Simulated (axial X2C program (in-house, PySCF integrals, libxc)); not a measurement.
**BNC⁺: bond lengths and stretches, held linear**

The task here is to estimate one member of a computed series from the others.

Method: all-electron X2C, two-component (2c) or spin-free, B dyall-v3z, N dyall-av3z, C dyall-v3z; program: an in-house X2C program for linear molecules on PySCF integrals.

All values are calculated.

1 further run of the same task is left out (set aside as unsound or not needed).

The first run:

Input file task.json:

```json
{
 "zs": [
  5,
  7,
  6
 ],
 "q": 1,
 "bas": [
  "dyall-v3z",
  "dyall-av3z",
  "dyall-v3z"
 ],
 "r0": [
  1.51,
  1.17
 ],
 "symm": 0,
 "scan": [
  "PBE0",
  "HF",
  "B3LYP"
 ],
 "levels": [
  "PBE0",
  "HF",
  "TPSSh"
 ],
 "nst": 2
}
```

Keys: zs atomic numbers; q charge; bas basis sets; r0 starting distance in Å; symm equal bonds; scan levels of the two-bond scan (MP2 follows by itself at each HF point); levels methods; nst determinants followed.

On the command line:

```console
python solin.py task.json out
```

Masses B 11.009, N 14.003, C 12.000 u.

Among the steps run: Scan at PBE0, 2c; Scan at HF, 2c; Scan at B3LYP, 2c.

One of the session's tables, all rows but one given; the rest of the session is left out.

```
           level  r(B–N) (Å)  r(N–C) (Å)  lower stretch (cm⁻¹)  upper stretch (cm⁻¹)
        PBE0, 2c       1.315       1.214                1295.3                2073.4
          HF, 2c       1.303       1.195                1375.7                2176.7
       B3LYP, 2c       1.315       1.214                1285.0                2056.2
         MP2, 2c       1.323       1.220                1271.8                2071.9
 PBE0, spin-free       1.315       1.214                1295.2                2073.1
   HF, spin-free       1.303       1.195                1375.6                2176.4
B3LYP, spin-free       1.315       1.214                1284.9                2055.8
  MP2, spin-free           ?           ?                     ?                     ?
```

Estimate the missing values for MP2, spin-free.

**Answer.** r(B–N) (Å): 1.323; r(N–C) (Å): 1.219; lower stretch (cm⁻¹): 1271.8; upper stretch (cm⁻¹): 2071.6.

Scans not shown above were run alike.

What this shows: Over the levels the B–N bond spans 1.303 to 1.323 Å and the N–C bond 1.195 to 1.220 Å. At PBE0 spin–orbit coupling leaves both bonds unchanged to 0.001 Å. Each state is one determinant, the lowest of a limited PBE0 search; the stretches come from a fit to few points and are good to some per cent at best. MP2 freezes inner shells (threshold -2 hartree). The molecule was held linear; bending was not examined, so a bent shape may lie lower.
